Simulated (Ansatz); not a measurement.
Complex (SMILES): Cl (HCl) with Cl (HCl), atoms 1 to 2 the first; geometry from NCB31 set, monomers rigid:
```xyz
4

Cl     1.8608    -0.0654    -0.0001
H      1.7539     1.2110     0.0003
Cl    -1.9253     0.0056    -0.0001
H     -0.6584    -0.1937     0.0025
```

Basis-set convergence of the counterpoise-corrected interaction energy at MP2 with Ansatz (a program for electronic structure). Cartesian d functions, on some or all atoms, in 6-31+G*, 6-311G**, 6-311+G**; all else is spherical. Cores are frozen. No added dispersion term, no relativity. Functions are those of the species that has most. Reference: Hartree-Fock in aug-cc-pV(5+d)Z plus the correlation part extrapolated as X^-3 from aug-cc-pV(Q+d)Z and aug-cc-pV(5+d)Z, -2.25 kcal/mol, itself unsure by roughly 0.02 kcal/mol (a third of the extrapolation step and of the last Hartree-Fock step). Deviations are taken from unrounded values.

```csv
basis,functions,counterpoise-corrected interaction energy (kcal/mol),minus reference (kcal/mol)
6-31+G*,50,-0.76,1.49
6-311G**,66,-0.53,1.72
aug-pcseg-1,72,-1.48,0.77
6-311+G**,74,-0.69,1.56
aug-cc-pV(D+d)Z,82,-1.65,0.60
def2-TZVP,86,-1.51,0.74
"6-311++G(2d,2p)",90,-1.50,0.75
cc-pV(T+d)Z,106,-1.70,0.55
"6-311++G(3df,3pd)",130,-1.72,0.53
def2-TZVPPD,136,-1.81,0.44
def2-QZVPPD,224,-2.04,0.21
pcseg-4,332,-2.14,0.11
aug-cc-pV(5+d)Z,432,-2.21,0.04
```
